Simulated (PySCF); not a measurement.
Gas-phase reaction: 3 SiH2Cl2 + 2 Si2H5 → 6 SiH2Cl + SiH4

Computed with PySCF (xtb for GFN2) and rigid-rotor harmonic-oscillator thermochemistry at 1 bar. † marks an energy on the PBE0/def2-TZVP geometry and frequencies; other levels use their own. CCSD(T) freezes the core. Open shells (unrestricted): Si2H5 (multiplicity 2), SiH2Cl (multiplicity 2); the rest are closed-shell singlets. GFN2 has no spin-polarisation term. Si2H5, SiH2Cl: computed as isolated molecules; such fragments, hydroxides, amides, oligomers or adducts are transient or little studied in the gas. CCSD(T) isn't extrapolated to the basis-set limit; its ΔH°(298 K) is 653.6 kJ in def2-SVP and 677.4 kJ in def2-TZVPP. The harmonic model lacks anharmonicity and excited electronic states, which grow with temperature; levels with a mode under 35 cm⁻¹ are left out. Internal rotation in Si2H5 is treated as a harmonic vibration of one conformer, which makes the entropy rough.

```tsv
level	ΔE electronic, kJ	ΔH°(298 K), kJ	ΔS°(298 K), J/K	ΔG°(1200 K), kJ
CCSD(T)/def2-SVP†	674	654	333	272
GFN2-xTB	639	627	326	253
M06-2X/def2-TZVP†	663	643	333	261
PBE/def2-SVP	658	638	330	259
PBE/def2-TZVP†	651	631	333	249
PBE0/def2-TZVP	667	647	333	265
r2SCAN/def2-TZVP†	654	634	333	252
LDA/def2-TZVP†	743	724	333	341
ωB97M-V/def2-TZVP†	713	694	333	312
```
ΔH° is lowest at GFN2-xTB and highest at LDA/def2-TZVP†. No reference value is set beside these.
